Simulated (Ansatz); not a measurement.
Tuning the range parameter of LC-ωPBE so that −HOMO meets the ionisation energy; basis def2-TZVPD, Ansatz. System: the cluster P₃⁻. Charge -1, multiplicity 1. Geometry: PBE-D4/def2-TZVPD. The ionised state is a doublet.

Geometry of the singlet:

```csv
atom,x (Å),y (Å),z (Å)
P1,-0.602,1.203,-1.432
P2,0.000,0.000,0.000
P3,0.602,-1.203,1.432
```

At LC-ωPBE (ω = 0.30 bohr⁻¹)/def2-TZVPD the charge 0 doublet is spin-contaminated (final ⟨S²⟩ up to 0.85, 0.75 for a pure state). The structure comes from a short search, and lower isomers may exist.

```
ω (1/bohr)  HOMO (eV)  LUMO (eV)  vertical IE (eV)  HOMO + IE (eV)
       0.1      -1.50       3.85              2.71            1.21
      0.15      -1.96       4.26              2.69            0.73
       0.3      -2.82       4.81              2.65           -0.16
```

(1) Estimate the row for 0.2 bohr⁻¹.

(2) Where does the tuning condition hold?

Answers

(1) 
| ω (1/bohr) | HOMO (eV) | LUMO (eV) | vertical IE (eV) | HOMO + IE (eV) |
| --- | --- | --- | --- | --- |
| 0.2 | -2.32 | 4.53 | 2.67 | 0.36 |

(2) Near ω = 0.27 bohr⁻¹, by linear interpolation.
